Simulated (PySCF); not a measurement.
## Worked example for `[SiH3]P` (H5PSi): proton affinity at atom P2

Numbering: `[SiH3:1][PH2:2]`

Energies: M06-2X/def2-TZVP (PySCF, density fitting, integration grid level 3) on PBE0-D3(BJ)/def2-SVP structures. Thermal corrections: PBE0-D3(BJ)/def2-SVP frequencies, unscaled, ideal gas at 298.15 K and 1 bar, quasi-RRHO entropy.

Step: `[SiH3][PH3+]` → `[SiH3]P` + H⁺.

```csv
species,charge,multiplicity,E / Eh
[SiH3][PH3+],1,1,-634.130549
[SiH3]P,0,1,-633.805907
```

Thermal terms, products less reactant: Δ(H − E) = -21.38 kJ/mol, Δ(G − E) = -54.03 kJ/mol (the bare proton has no electronic energy, H = 5/2 RT). 1 Eh = 2625.50 kJ/mol.

Q: What are ΔE, ΔH and ΔG of this step?

A: ΔE = 0.324642 Eh = 852.35 kJ/mol; ΔH = 831.0 kJ/mol; ΔG = 798.3 kJ/mol, all in the gas phase at 298.15 K and 1 bar. The digits show the arithmetic; the method itself can be off by 10 kJ/mol or more.

Known limits: protonation of a hydridic H, with loss of H₂, was not considered.
